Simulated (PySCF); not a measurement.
# Atomic charges against the basis set

Compound: C5H7F.
Geometry (PBE0-D3(BJ)/def2-SVP, Å), atoms numbered from 1 in this order:
```xyz
13
C5H7F angstrom
C      2.2359   -0.0818   -0.2188
C      1.1918    0.3896    0.4580
C     -0.0938   -0.3629    0.6477
F     -0.0222   -1.5938    0.0452
C     -1.2695    0.4103    0.1239
C     -2.0879   -0.0294   -0.8285
H      3.1472    0.5099   -0.3314
H      2.2035   -1.0719   -0.6801
H      1.2228    1.3832    0.9196
H     -0.2424   -0.5369    1.7334
H     -1.4197    1.3941    0.5830
H     -2.9273    0.5765   -1.1774
H     -1.9381   -1.0109   -1.2846
```

PBE0 throughout (PySCF), one geometry, spherical d and f functions. Isolated species at its PBE0-D3(BJ)/def2-SVP geometry (one conformer only). Atoms taken as equivalent share a column and are averaged. The first 7 of 8 kinds of atom are listed.

Mulliken charges (e):

| basis | functions | C1/C6 | C2/C5 | C3 | F4 | H7/H12 | H8/H13 | H9/H11 |
| --- | --- | --- | --- | --- | --- | --- | --- | --- |
| STO-3G | 37 | -0.172 | -0.089 | +0.035 | -0.110 | +0.085 | +0.089 | +0.082 |
| 6-31G | 68 | -0.342 | -0.137 | +0.087 | -0.344 | +0.162 | +0.183 | +0.169 |
| pcSseg-0 | 68 | -0.388 | -0.279 | +0.064 | -0.379 | +0.224 | +0.235 | +0.232 |
| 6-31G* | 98 | -0.382 | -0.153 | +0.175 | -0.343 | +0.174 | +0.188 | +0.171 |
| cc-pVDZ | 119 | -0.014 | -0.154 | +0.264 | -0.222 | +0.047 | +0.050 | +0.025 |
| def2-SVP | 119 | -0.062 | -0.163 | +0.330 | -0.258 | +0.056 | +0.062 | +0.044 |
| aug-cc-pVDZ | 201 | +0.322 | +0.863 | +0.924 | -0.532 | -0.385 | -0.399 | -0.558 |
| 6-311+G(2d,p) | 204 | -0.450 | +0.177 | -0.044 | -0.296 | +0.124 | +0.138 | +0.108 |
| def2-TZVP | 228 | -0.284 | -0.170 | +0.242 | -0.226 | +0.131 | +0.145 | +0.123 |
| cc-pVTZ | 278 | -0.274 | -0.151 | +0.239 | -0.212 | +0.122 | +0.129 | +0.121 |
| IGLO-III | 280 | -0.240 | -0.077 | +0.142 | -0.257 | +0.110 | +0.118 | +0.088 |
| pcSseg-2 | 314 | -0.105 | -0.135 | +0.408 | -0.314 | +0.061 | +0.066 | +0.049 |

IAO charges (e):

```tsv
basis	functions	C1/C6	C2/C5	C3	F4	H7/H12	H8/H13	H9/H11
STO-3G	37	-0.266	-0.154	+0.023	-0.136	+0.138	+0.138	+0.135
6-31G	68	-0.311	-0.159	+0.145	-0.303	+0.157	+0.164	+0.150
pcSseg-0	68	-0.295	-0.162	+0.137	-0.294	+0.152	+0.158	+0.148
6-31G*	98	-0.301	-0.155	+0.179	-0.309	+0.150	+0.156	+0.143
cc-pVDZ	119	-0.307	-0.155	+0.178	-0.311	+0.152	+0.158	+0.146
def2-SVP	119	-0.297	-0.152	+0.178	-0.312	+0.148	+0.154	+0.142
aug-cc-pVDZ	201	-0.318	-0.159	+0.179	-0.322	+0.158	+0.163	+0.151
6-311+G(2d,p)	204	-0.318	-0.159	+0.178	-0.323	+0.158	+0.164	+0.151
def2-TZVP	228	-0.317	-0.159	+0.181	-0.322	+0.157	+0.163	+0.151
cc-pVTZ	278	-0.318	-0.158	+0.181	-0.321	+0.157	+0.163	+0.151
IGLO-III	280	-0.319	-0.159	+0.178	-0.323	+0.158	+0.164	+0.152
pcSseg-2	314	-0.318	-0.159	+0.180	-0.323	+0.158	+0.163	+0.151
```

Hirshfeld charges (e):

```
        basis  functions   C1/C6   C2/C5      C3      F4  H7/H12  H8/H13  H9/H11
       STO-3G         37  -0.064  -0.040  +0.101  -0.079  +0.029  +0.030  +0.026
        6-31G         68  -0.101  -0.054  +0.082  -0.105  +0.049  +0.046  +0.049
     pcSseg-0         68  -0.096  -0.052  +0.081  -0.096  +0.048  +0.042  +0.044
       6-31G*         98  -0.102  -0.053  +0.076  -0.093  +0.049  +0.044  +0.049
      cc-pVDZ        119  -0.102  -0.053  +0.067  -0.076  +0.048  +0.042  +0.048
     def2-SVP        119  -0.103  -0.053  +0.070  -0.083  +0.049  +0.042  +0.049
  aug-cc-pVDZ        201  -0.107  -0.058  +0.058  -0.087  +0.052  +0.046  +0.055
6-311+G(2d,p)        204  -0.103  -0.059  +0.058  -0.089  +0.051  +0.046  +0.054
    def2-TZVP        228  -0.105  -0.057  +0.059  -0.087  +0.051  +0.045  +0.054
      cc-pVTZ        278  -0.106  -0.055  +0.061  -0.082  +0.050  +0.044  +0.053
     IGLO-III        280  -0.106  -0.057  +0.057  -0.087  +0.051  +0.046  +0.054
     pcSseg-2        314  -0.106  -0.056  +0.058  -0.087  +0.052  +0.046  +0.054
```

Which scheme is steadiest as the basis changes?

Largest range over the bases for any column: Hirshfeld 0.04 e, IAO 0.19 e, Mulliken 1.14 e. Hirshfeld charges move least and Mulliken charges most, counted in e. Without the minimal STO-3G basis the ranges are Hirshfeld 0.03, IAO 0.04, Mulliken 1.14 e.

How much do the charges still move between the two largest bases, IGLO-III and pcSseg-2?

At most, over all atoms: Mulliken 0.266 e, IAO 0.002 e, Hirshfeld 0.001 e.

What do the same runs give for the total energy, the frontier levels and the dipole moment?

```
        basis  energy (Eh)  HOMO (eV)  LUMO (eV)  μ (D)
       STO-3G    -290.3963      -5.22       3.15   0.91
        6-31G    -294.1240      -7.43       0.25   1.75
     pcSseg-0    -293.5338      -7.74      -0.01   1.75
       6-31G*    -294.1841      -7.32       0.27   1.45
      cc-pVDZ    -294.2107      -7.49       0.04   1.48
     def2-SVP    -293.9778      -7.57      -0.04   1.52
  aug-cc-pVDZ    -294.2306      -7.63      -0.37   1.59
6-311+G(2d,p)    -294.2828      -7.64      -0.35   1.62
    def2-TZVP    -294.3082      -7.62      -0.24   1.57
      cc-pVTZ    -294.2988      -7.59      -0.17   1.53
     IGLO-III    -294.3153      -7.64      -0.33   1.58
     pcSseg-2    -294.3087      -7.65      -0.32   1.61
```

The dipole is fixed by the density alone, so its range of 0.84 D shows that the density itself changes with the basis, not only its division among atoms.
